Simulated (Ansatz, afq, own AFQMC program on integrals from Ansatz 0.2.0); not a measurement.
# Where AFQMC and coupled cluster stand for C2H4Br2Si, singlet

```yaml
atoms:
  - { symbol: C, position_ang: [0.1515, 0.7413, 1.4336] }
  - { symbol: C, position_ang: [-0.4455, -0.1122, 0.5933] }
  - { symbol: Si, position_ang: [0.1778, -0.3655, -1.1321] }
  - { symbol: Br, position_ang: [0.7511, -2.4937, -1.4308] }
  - { symbol: Br, position_ang: [-1.4092, 0.1563, -2.6006] }
  - { symbol: H, position_ang: [1.0311, 1.3266, 1.1416] }
  - { symbol: H, position_ang: [-0.2112, 0.8960, 2.4558] }
  - { symbol: H, position_ang: [-1.3237, -0.6777, 0.9281] }
  - { symbol: H, position_ang: [1.3666, 0.4827, -1.4059] }
```

Basis def2-SVP. Only valence electrons are correlated. Ansatz 0.2.0 and our own AFQMC program on the same integrals; the CISD trial comes from CCSD amplitudes, and released means the phaseless constraint is let go. Uncertainties: one standard error, sampling alone. No spin–orbit coupling.

Determinant: RHF, the one that the program's search chose, which needn't be the lowest solution. The geometry is a PBE0/def2-SVP stationary point of this or a neighbouring charge and spin state.

No full CI on the walks' own integrals is used here. The released AFQMC energy serves as the reference, which it does only where one determinant dominates, the energy is flat over the last release times and near the phaseless one (40 meV or 2 meV an electron, half that with transition metals). On small molecules, where full CI could be run and the noise was under 10 meV, such values lay within 10 meV of it in 19 cases of 20, a flattering rate, since the rule was set on those same cases; what remains of the bias isn't in the error bar.

Cautions: no relativity below Rb; no spin-orbit coupling; inner d shell frozen; the released value is read at 0.90 1/Eh with a noise of 12 meV, more than in the cases checked (meV from the phaseless value at times in 1/Eh: 0 ± 13 at 0.21, 11 ± 10 at 0.42, 25 ± 12 at 0.63, 3 ± 12 at 0.90).

```
T1 diagnostic                               : 0.0103
weight of the determinant in the CISD state : 0.766
size of the correlated space                : 30 electrons in 95 orbitals
```

```csv
level,correlation energy (eV)
MP2,-16.1849
CCSD,-17.6109
CCSD(T),-18.1766
```

Question: Estimate where AFQMC with the constraint released lies against CCSD(T) on the same integrals.

Answer: 5.3 ± 1.2 kJ/mol below CCSD(T).

Reference: AFQMC with the constraint released, correlation energy -18.232 ± 0.012 eV.

```tsv
level	E − E(reference) (kJ/mol)	share of correlation (%)
CCSD(T)	5.3 ± 1.2	99.70
ph-AFQMC/CISD	-0.3 ± 1.5	100.02
```

Released energies are given only where the last usable release times agree within the noise; a slower fall can still hide under it.
